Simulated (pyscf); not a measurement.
Thermochemistry of product channels of `[SiH3][PH2]` + `[PH3]` on the singlet surface, in eV, from ωB97M-D3(BJ)/def2-TZVP energies (ideal gas, 1 atm, RRHO with modes under 100 cm⁻¹ raised to 100, one conformer, R ln 2 for chiral ones without a mode under 150 cm⁻¹). Structures and frequencies: ωB97X-D3(BJ)/def2-SVP in PySCF.

```csv
products,ΔE,ΔH(298 K),ΔG(298 K),ΔG(900 K)
`[SiH3][PH][PH2]` + `[H][H]`,+0.16,+0.11,+0.20,+0.33
`[PH2][SiH2][PH2]` + `[H][H]`,+0.04,-0.02,+0.08,+0.20
```

These are energies of the channels, which say nothing of barriers.
